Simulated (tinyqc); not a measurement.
Worked calculation: geometry optimisation on the unrestricted PBE/sto-3g surface (energies and gradients from PySCF), for LiH+, spin multiplicity 2. One step of it, computed by the program tinyqc.

Question. Step 2: move. Quasi-Newton step p = -H^(-1) g (the inverse Hessian comes from BFGS updates; coordinates in the order x, y, z of each atom); steps longer than 0.1 bohr are cut back (factor 0.293 here).

positions after step 1 (bohr):
```
            x         y          z
1Li  0.000000  0.000000  -0.061088
2H   0.000000  0.000000   2.731274
```

gradient (hartree/bohr):
```
              x           y            z
1Li  0.00000000  0.00000000   0.04873927
2H   0.00000000  0.00000000  -0.04873480
```

inverse Hessian in use (bohr^2/hartree), lower triangle:
```
          1         2          3         4         5         6
1  1.000000
2  0.000000  1.000000
3  0.000000  0.000000   2.972939
4  0.000000  0.000000   0.000000  1.000000
5  0.000000  0.000000   0.000000  0.000000  1.000000
6  0.000000  0.000000  -1.972758  0.000000  0.000000  2.972577
```

Give: positions after step 2.

Answer.

positions after step 2 (bohr):
```
          x       y        z
1Li  0.0000  0.0000  -0.1318
2H   0.0000  0.0000   2.8020
```
